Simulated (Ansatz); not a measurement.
**Si2N (quartet): wB97M-V, B2PLYP over vertical spin and charge gaps, def2-QZVPP**

Aim: run Si2N (quartet) with these functionals over vertical spin and charge gaps, and hold them against the top wave-function level at the same points.

Program: Ansatz 0.2.0, Gaussian basis. Level of theory: def2-QZVPP, all electrons in the functionals, frozen cores in the correlation of double hybrids and RPA. These are calculated values, not measurements.

The runs, in order: wB97M-V, B2PLYP, at charge 0, quartet; charge 0, doublet; charge 0, sextet; charge 1, triplet; charge 1, quintet.

### 1 The system

The geometry is a PBE0/def2-TZVP stationary point (not a proven minimum).

3 atoms, charge 0, spin multiplicity 4.

Atoms are counted from 1 here; the program's logs count them from 0.

Bond lengths: Si1–N2 1.661 Å, N2–Si3 1.597 Å. Angles: Si1–N2–Si3 180.0°.

No dispersion term is added; wB97M-V holds VV10 nonlocal correlation.

The geometry shown and the zero of energy belong to the point charge 0, quartet. The yardstick, UCCSD(T), and other wave-function levels (R restricted, U unrestricted, valence and pair active spaces) come from earlier runs.

### 2 wB97M-V, charge 0, quartet

in.yaml reads:

```yaml
crystal:
  periodic: [false, false, false]
  atoms:
    - {symbol: Si, position_ang: [0.000000, 0.000000, 1.639800]}
    - {symbol: N, position_ang: [0.000000, 0.000000, -0.021300]}
    - {symbol: Si, position_ang: [0.000000, 0.000000, -1.618500]}
basis:
  gaussian: {orbitals: "def2-QZVPP.json"}
magnetization: {spin_polarized: true, initial_magnetization: 3}
hamiltonian: {xc: {name: wB97M-V}}
output: {orbitals: {seedname: orbitals}}
```

Run with:

```
$ ansatz run in.yaml --threads 2 --pin off --events-out ev --progress --plain --max-ram 15360MiB --backend cuda --devices 0, --max-vram 18GiB
```

What it wrote, cut to the lines that bear on the results:

```text
Functional definition: wB97M-V
  name "wB97M-V"
  cite "Mardirossian & Head-Gordon, J. Chem. Phys. 144, 214110 (2016) doi:10.1063/1.4952647"
  cite "Becke, J. Chem. Phys. 107, 8554 (1997) doi:10.1063/1.475007"
  cite "Vydrov & Van Voorhis, J. Chem. Phys. 133, 244103 (2010) doi:10.1063/1.3521275"
  # Of w^i u^j: cxij and so on, Table III.
[...]
  gx(w, u) = 1 - cx + cx01*u + cx10*w
  gss(w, u) = css00 + css04*u^4 + css10*w + css20*w^2 + css43*w^4*u^3
  gos(w, u) = cos00 + cos10*w + (cos20 + cos21*u)*w^2 + (cos60 + cos61*u)*w^6
[...]
      + integral(e_c_pw_mod_opposite_spin*gos(b97_w_opposite, b97_u_opposite)) + vv10(b, c)
877 factors; their error is unknown
171 factors; integrals over basis functions are off by at most 6.5e-5 eV
[...]
mean field -17240.49909141 eV, -633.5766555792 hartree, gradient 1.6e-5 eV, S^2 3.769865; 1 other end points of the search recorded, 0 dependent functions left out
reference -17240.49912955 eV, -633.5766569808 hartree; 19, 16 occupied and 178, 181 virtual orbitals, 877 factors
Total energy: -17240.49912955 eV, -633.5766569808 hartree
```

Run time: 4.4 s. Hardware: 1 × H100 (card shared with other runs) with 2 threads of AMD EPYC 7R13, shared host; peak host memory 0.9 GiB.

From the report: ⟨S²⟩ of the determinant 3.770 (pure quartet: 3.75).

### 3 wB97M-V, charge 0, doublet

in.yaml, as its differences from that of step 2:

```diff
@@ -8,3 +8,3 @@
   gaussian: {orbitals: "def2-QZVPP.json"}
-magnetization: {spin_polarized: true, initial_magnetization: 3}
+magnetization: {spin_polarized: true, initial_magnetization: 1}
 hamiltonian: {xc: {name: wB97M-V}}
```

Same command.

What it wrote, cut to the lines that bear on the results:

```text
Functional definition: wB97M-V
  name "wB97M-V"
  cite "Mardirossian & Head-Gordon, J. Chem. Phys. 144, 214110 (2016) doi:10.1063/1.4952647"
  cite "Becke, J. Chem. Phys. 107, 8554 (1997) doi:10.1063/1.475007"
  cite "Vydrov & Van Voorhis, J. Chem. Phys. 133, 244103 (2010) doi:10.1063/1.3521275"
  # Of w^i u^j: cxij and so on, Table III.
[...]
  gx(w, u) = 1 - cx + cx01*u + cx10*w
  gss(w, u) = css00 + css04*u^4 + css10*w + css20*w^2 + css43*w^4*u^3
  gos(w, u) = cos00 + cos10*w + (cos20 + cos21*u)*w^2 + (cos60 + cos61*u)*w^6
[...]
      + integral(e_c_pw_mod_opposite_spin*gos(b97_w_opposite, b97_u_opposite)) + vv10(b, c)
877 factors; their error is unknown
171 factors; integrals over basis functions are off by at most 6.5e-5 eV
[...]
mean field -17243.91637253 eV, -633.7022383440 hartree, gradient 5.5e-5 eV, S^2 0.768286; 2 other end points of the search recorded, 0 dependent functions left out
reference -17243.91641137 eV, -633.7022397715 hartree; 18, 17 occupied and 179, 180 virtual orbitals, 877 factors
Total energy: -17243.91641137 eV, -633.7022397715 hartree
```

It took 4.3 s on 1 × H100 (card shared with other runs) with 2 threads of AMD EPYC 7R13, shared host; peak host memory 0.91 GiB.

From the report: ⟨S²⟩ of the determinant 0.768 (pure doublet: 0.75).

From charge 0, quartet: -78.8 kcal/mol.

### 4 wB97M-V, charge 0, sextet

in.yaml, as its differences from that of step 3:

```diff
@@ -8,3 +8,3 @@
   gaussian: {orbitals: "def2-QZVPP.json"}
-magnetization: {spin_polarized: true, initial_magnetization: 1}
+magnetization: {spin_polarized: true, initial_magnetization: 5}
 hamiltonian: {xc: {name: wB97M-V}}
```

Same command.

What it wrote, cut to the lines that bear on the results:

```text
Functional definition: wB97M-V
  name "wB97M-V"
  cite "Mardirossian & Head-Gordon, J. Chem. Phys. 144, 214110 (2016) doi:10.1063/1.4952647"
  cite "Becke, J. Chem. Phys. 107, 8554 (1997) doi:10.1063/1.475007"
  cite "Vydrov & Van Voorhis, J. Chem. Phys. 133, 244103 (2010) doi:10.1063/1.3521275"
  # Of w^i u^j: cxij and so on, Table III.
[...]
  gx(w, u) = 1 - cx + cx01*u + cx10*w
  gss(w, u) = css00 + css04*u^4 + css10*w + css20*w^2 + css43*w^4*u^3
  gos(w, u) = cos00 + cos10*w + (cos20 + cos21*u)*w^2 + (cos60 + cos61*u)*w^6
[...]
      + integral(e_c_pw_mod_opposite_spin*gos(b97_w_opposite, b97_u_opposite)) + vv10(b, c)
877 factors; their error is unknown
171 factors; integrals over basis functions are off by at most 6.5e-5 eV
[...]
mean field -17235.63433561 eV, -633.3978791010 hartree, gradient 1.9e-5 eV, S^2 8.792036; 4 other end points of the search recorded, 0 dependent functions left out
reference -17235.63436996 eV, -633.3978803635 hartree; 20, 15 occupied and 177, 182 virtual orbitals, 877 factors
Total energy: -17235.63436996 eV, -633.3978803635 hartree
```

It took 4.4 s on 1 × H100 (card shared with other runs) with 2 threads of AMD EPYC 7R13, shared host; peak host memory 0.94 GiB.

From the report: ⟨S²⟩ of the determinant 8.792 (pure sextet: 8.75).

From charge 0, quartet: +112.2 kcal/mol.

### 5 wB97M-V, charge 1, triplet

in.yaml, as its differences from that of step 4:

```diff
@@ -8,3 +8,4 @@
   gaussian: {orbitals: "def2-QZVPP.json"}
-magnetization: {spin_polarized: true, initial_magnetization: 5}
+total_charge: 1
+magnetization: {spin_polarized: true, initial_magnetization: 2}
 hamiltonian: {xc: {name: wB97M-V}}
```

The command is unchanged.

What it wrote, cut to the lines that bear on the results:

```text
Functional definition: wB97M-V
  name "wB97M-V"
  cite "Mardirossian & Head-Gordon, J. Chem. Phys. 144, 214110 (2016) doi:10.1063/1.4952647"
  cite "Becke, J. Chem. Phys. 107, 8554 (1997) doi:10.1063/1.475007"
  cite "Vydrov & Van Voorhis, J. Chem. Phys. 133, 244103 (2010) doi:10.1063/1.3521275"
  # Of w^i u^j: cxij and so on, Table III.
[...]
  gx(w, u) = 1 - cx + cx01*u + cx10*w
  gss(w, u) = css00 + css04*u^4 + css10*w + css20*w^2 + css43*w^4*u^3
  gos(w, u) = cos00 + cos10*w + (cos20 + cos21*u)*w^2 + (cos60 + cos61*u)*w^6
[...]
      + integral(e_c_pw_mod_opposite_spin*gos(b97_w_opposite, b97_u_opposite)) + vv10(b, c)
877 factors; their error is unknown
171 factors; integrals over basis functions are off by at most 6.5e-5 eV
[...]
mean field -17233.91622596 eV, -633.3347397360 hartree, gradient 8.7e-6 eV, S^2 2.008167; 4 other end points of the search recorded, 0 dependent functions left out
reference -17233.91627116 eV, -633.3347413970 hartree; 18, 16 occupied and 179, 181 virtual orbitals, 877 factors
Total energy: -17233.91627116 eV, -633.3347413970 hartree
```

Run time: 6.5 s. Hardware: 1 × H100 (card shared with other runs) with 2 threads of AMD EPYC 7R13, shared host; peak host memory 0.92 GiB.

From the report: ⟨S²⟩ of the determinant 2.008 (pure triplet: 2.00).

From charge 0, quartet: +151.8 kcal/mol.

### 6 wB97M-V, charge 1, quintet

in.yaml, as its differences from that of step 5:

```diff
@@ -9,3 +9,3 @@
 total_charge: 1
-magnetization: {spin_polarized: true, initial_magnetization: 2}
+magnetization: {spin_polarized: true, initial_magnetization: 4}
 hamiltonian: {xc: {name: wB97M-V}}
```

Launched as before.

What it wrote, cut to the lines that bear on the results:

```text
Functional definition: wB97M-V
  name "wB97M-V"
  cite "Mardirossian & Head-Gordon, J. Chem. Phys. 144, 214110 (2016) doi:10.1063/1.4952647"
  cite "Becke, J. Chem. Phys. 107, 8554 (1997) doi:10.1063/1.475007"
  cite "Vydrov & Van Voorhis, J. Chem. Phys. 133, 244103 (2010) doi:10.1063/1.3521275"
  # Of w^i u^j: cxij and so on, Table III.
[...]
  gx(w, u) = 1 - cx + cx01*u + cx10*w
  gss(w, u) = css00 + css04*u^4 + css10*w + css20*w^2 + css43*w^4*u^3
  gos(w, u) = cos00 + cos10*w + (cos20 + cos21*u)*w^2 + (cos60 + cos61*u)*w^6
[...]
      + integral(e_c_pw_mod_opposite_spin*gos(b97_w_opposite, b97_u_opposite)) + vv10(b, c)
877 factors; their error is unknown
171 factors; integrals over basis functions are off by at most 6.5e-5 eV
[...]
mean field -17229.83015925 eV, -633.1845795540 hartree, gradient 2.9e-5 eV, S^2 6.082965; 2 other end points of the search recorded, 0 dependent functions left out
reference -17229.83020345 eV, -633.1845811783 hartree; 19, 15 occupied and 178, 182 virtual orbitals, 877 factors
Total energy: -17229.83020345 eV, -633.1845811783 hartree
```

Wall time 8.5 s (1 × H100 (card shared with other runs) with 2 threads of AMD EPYC 7R13, shared host); peak host memory 0.93 GiB.

From the report: ⟨S²⟩ of the determinant 6.083 (pure quintet: 6.00).

From charge 0, quartet: +246.0 kcal/mol.

### 7 B2PLYP, charge 0, quartet

in.yaml reads:

```yaml
crystal:
  periodic: [false, false, false]
  atoms:
    - {symbol: Si, position_ang: [0.000000, 0.000000, 1.639800]}
    - {symbol: N, position_ang: [0.000000, 0.000000, -0.021300]}
    - {symbol: Si, position_ang: [0.000000, 0.000000, -1.618500]}
basis:
  gaussian: {orbitals: "def2-QZVPP.json"}
magnetization: {spin_polarized: true, initial_magnetization: 3}
hamiltonian: {xc: {name: B2PLYP}}
correlation: {electrons: outside_noble_gas}
```

Same command.

What it wrote, cut to the lines that bear on the results:

```text
Functional definition: B2PLYP
  name "B2PLYP"
  cite "Grimme, J. Chem. Phys. 124, 034108 (2006) doi:10.1063/1.2148954"
  cite "Becke, Phys. Rev. A 38, 3098 (1988) doi:10.1103/PhysRevA.38.3098"
  cite "Lee, Yang & Parr, Phys. Rev. B 37, 785 (1988) doi:10.1103/PhysRevB.37.785"
[...]
1176 factors; integrals over basis functions are off by at most 8.5e-4 eV
[...]
mean field -17231.23266883 eV, -633.2361208305 hartree, gradient 2.2e-6 eV, S^2 3.786547; 5 other end points of the search recorded, 0 dependent functions left out
11 core orbitals not correlated: weight in the atoms' cores, before any rotation towards them, 1.000 or more for the frozen orbitals, at most 0.000 for the correlated occupied ones
reference -17231.23279150 eV, -633.2361253385 hartree; 8, 5 occupied and 178, 181 virtual orbitals, 1176 factors
second order -12.96101172 eV of doubles, -0.00000000 eV of singles
Total energy: -17234.73226466 eV, -633.3647286052 hartree
```

Run time: 4.7 s. Hardware: 1 × H100 (card shared with other runs) with 2 threads of AMD EPYC 7R13, shared host; peak host memory 0.99 GiB.

From the report: ⟨S²⟩ of the determinant 3.787 (pure quartet: 3.75).

### 8 B2PLYP, charge 0, doublet

in.yaml, as its differences from that of step 7:

```diff
@@ -8,3 +8,3 @@
   gaussian: {orbitals: "def2-QZVPP.json"}
-magnetization: {spin_polarized: true, initial_magnetization: 3}
+magnetization: {spin_polarized: true, initial_magnetization: 1}
 hamiltonian: {xc: {name: B2PLYP}}
```

The command is unchanged.

What it wrote, cut to the lines that bear on the results:

```text
Functional definition: B2PLYP
  name "B2PLYP"
  cite "Grimme, J. Chem. Phys. 124, 034108 (2006) doi:10.1063/1.2148954"
  cite "Becke, Phys. Rev. A 38, 3098 (1988) doi:10.1103/PhysRevA.38.3098"
  cite "Lee, Yang & Parr, Phys. Rev. B 37, 785 (1988) doi:10.1103/PhysRevB.37.785"
[...]
1176 factors; integrals over basis functions are off by at most 8.5e-4 eV
[...]
mean field -17234.25018888 eV, -633.3470126470 hartree, gradient 3.2e-6 eV, S^2 0.797014; 0 other end points of the search recorded, 0 dependent functions left out
11 core orbitals not correlated: weight in the atoms' cores, before any rotation towards them, 1.000 or more for the frozen orbitals, at most 0.000 for the correlated occupied ones
reference -17234.25031340 eV, -633.3470172229 hartree; 7, 6 occupied and 179, 180 virtual orbitals, 1176 factors
second order -13.49459414 eV of doubles, -0.00000000 eV of singles
Total energy: -17237.89385381 eV, -633.4809148635 hartree
```

It took 3.4 s on 1 × H100 (card shared with other runs) with 2 threads of AMD EPYC 7R13, shared host; peak host memory 0.99 GiB.

From the report: ⟨S²⟩ of the determinant 0.797 (pure doublet: 0.75).

From charge 0, quartet: -72.9 kcal/mol.

### 9 B2PLYP, charge 0, sextet

in.yaml, as its differences from that of step 8:

```diff
@@ -8,3 +8,3 @@
   gaussian: {orbitals: "def2-QZVPP.json"}
-magnetization: {spin_polarized: true, initial_magnetization: 1}
+magnetization: {spin_polarized: true, initial_magnetization: 5}
 hamiltonian: {xc: {name: B2PLYP}}
```

Launched as before.

What it wrote, cut to the lines that bear on the results:

```text
Functional definition: B2PLYP
  name "B2PLYP"
  cite "Grimme, J. Chem. Phys. 124, 034108 (2006) doi:10.1063/1.2148954"
  cite "Becke, Phys. Rev. A 38, 3098 (1988) doi:10.1103/PhysRevA.38.3098"
  cite "Lee, Yang & Parr, Phys. Rev. B 37, 785 (1988) doi:10.1103/PhysRevB.37.785"
[...]
1176 factors; integrals over basis functions are off by at most 8.5e-4 eV
[...]
mean field -17227.09144974 eV, -633.0839338359 hartree, gradient 2.6e-6 eV, S^2 8.766925; 8 other end points of the search recorded, 0 dependent functions left out
11 core orbitals not correlated: weight in the atoms' cores, before any rotation towards them, 1.000 or more for the frozen orbitals, at most 0.000 for the correlated occupied ones
reference -17227.09157020 eV, -633.0839382628 hartree; 9, 4 occupied and 177, 182 virtual orbitals, 1176 factors
second order -10.05269463 eV of doubles, -0.00000000 eV of singles
Total energy: -17229.80579775 eV, -633.1836842855 hartree
```

Run time: 5.5 s. Hardware: 1 × H100 (card shared with other runs) with 2 threads of AMD EPYC 7R13, shared host; peak host memory 0.99 GiB.

From the report: ⟨S²⟩ of the determinant 8.767 (pure sextet: 8.75).

From charge 0, quartet: +113.6 kcal/mol.

### 10 B2PLYP, charge 1, triplet

in.yaml, as its differences from that of step 9:

```diff
@@ -8,3 +8,4 @@
   gaussian: {orbitals: "def2-QZVPP.json"}
-magnetization: {spin_polarized: true, initial_magnetization: 5}
+total_charge: 1
+magnetization: {spin_polarized: true, initial_magnetization: 2}
 hamiltonian: {xc: {name: B2PLYP}}
```

Same command.

What it wrote, cut to the lines that bear on the results:

```text
Functional definition: B2PLYP
  name "B2PLYP"
  cite "Grimme, J. Chem. Phys. 124, 034108 (2006) doi:10.1063/1.2148954"
  cite "Becke, Phys. Rev. A 38, 3098 (1988) doi:10.1103/PhysRevA.38.3098"
  cite "Lee, Yang & Parr, Phys. Rev. B 37, 785 (1988) doi:10.1103/PhysRevB.37.785"
[...]
1176 factors; integrals over basis functions are off by at most 8.5e-4 eV
[...]
mean field -17224.67331873 eV, -632.9950691604 hartree, gradient 1.1e-6 eV, S^2 2.011228; 4 other end points of the search recorded, 0 dependent functions left out
11 core orbitals not correlated: weight in the atoms' cores, before any rotation towards them, 1.000 or more for the frozen orbitals, at most 0.000 for the correlated occupied ones
reference -17224.67345561 eV, -632.9950741908 hartree; 7, 5 occupied and 179, 181 virtual orbitals, 1176 factors
second order -12.37964080 eV of doubles, -0.00000000 eV of singles
Total energy: -17228.01595863 eV, -633.1179089110 hartree
```

Run time: 3.6 s. Hardware: 1 × H100 (card shared with other runs) with 2 threads of AMD EPYC 7R13, shared host; peak host memory 0.99 GiB.

From the report: ⟨S²⟩ of the determinant 2.011 (pure triplet: 2.00).

From charge 0, quartet: +154.9 kcal/mol.

### 11 B2PLYP, charge 1, quintet

in.yaml, as its differences from that of step 10:

```diff
@@ -9,3 +9,3 @@
 total_charge: 1
-magnetization: {spin_polarized: true, initial_magnetization: 2}
+magnetization: {spin_polarized: true, initial_magnetization: 4}
 hamiltonian: {xc: {name: B2PLYP}}
```

The command is unchanged.

What it wrote, cut to the lines that bear on the results:

```text
Functional definition: B2PLYP
  name "B2PLYP"
  cite "Grimme, J. Chem. Phys. 124, 034108 (2006) doi:10.1063/1.2148954"
  cite "Becke, Phys. Rev. A 38, 3098 (1988) doi:10.1103/PhysRevA.38.3098"
  cite "Lee, Yang & Parr, Phys. Rev. B 37, 785 (1988) doi:10.1103/PhysRevB.37.785"
[...]
1176 factors; integrals over basis functions are off by at most 8.5e-4 eV
[...]
mean field -17221.07303139 eV, -632.8627610412 hartree, gradient 5.2e-6 eV, S^2 6.155961; 4 other end points of the search recorded, 0 dependent functions left out
11 core orbitals not correlated: weight in the atoms' cores, before any rotation towards them, 1.000 or more for the frozen orbitals, at most 0.000 for the correlated occupied ones
reference -17221.07316876 eV, -632.8627660894 hartree; 8, 4 occupied and 178, 182 virtual orbitals, 1176 factors
second order -11.76397744 eV of doubles, -0.00000000 eV of singles
Total energy: -17224.24944267 eV, -632.9794920026 hartree
```

Wall time 4.2 s (1 × H100 (card shared with other runs) with 2 threads of AMD EPYC 7R13, shared host); peak host memory 1 GiB.

From the report: ⟨S²⟩ of the determinant 6.156 (pure quintet: 6.00).

From charge 0, quartet: +241.7 kcal/mol.

### 12 The comparison

No level is safe as a reference over these points; UCCSD(T) serves as a yardstick only. It comes from earlier runs at the same points. Energies in kcal/mol, counted from charge 0, quartet; blanks weren't run or aren't comparable.

| level | quartet to doublet | quartet to sextet | ionisation to the triplet cation | ionisation to the quintet cation |
| --- | --- | --- | --- | --- |
| UCCSD(T) | -69.1 | 105.7 | 159.5 | 243.0 |
| wB97M-V | -78.8 | 112.2 | 151.8 | 246.0 |
| B2PLYP | -72.9 | 113.6 | 154.9 | 241.7 |

Largest miss and mean time a point (UCCSD(T) took 34 s a point; shared hosts):

| level | largest miss (kcal/mol) | where | time a point |
| --- | --- | --- | --- |
| wB97M-V | -9.7 | quartet to doublet | 5.6 s |
| B2PLYP | +7.9 | quartet to sextet | 4.3 s |

### 13 Summary of results

```
                                  quantity                               value
              quartet to doublet, UCCSD(T)                      -69.1 kcal/mol
               quartet to sextet, UCCSD(T)                      105.7 kcal/mol
ionisation to the triplet cation, UCCSD(T)                      159.5 kcal/mol
ionisation to the quintet cation, UCCSD(T)                      243.0 kcal/mol
                     largest miss, wB97M-V  -9.7 kcal/mol (quartet to doublet)
                      largest miss, B2PLYP   +7.9 kcal/mol (quartet to sextet)
```

What this shows: Of the functionals, B2PLYP keep the smallest largest miss at the points compared (at most 7.9 kcal/mol) and wB97M-V strays most (9.7 kcal/mol, at quartet to doublet). Functionals and the yardstick converge differently with the basis, so part of each miss in def2-QZVPP is the basis. The yardstick itself may be off where one determinant is a poor start.
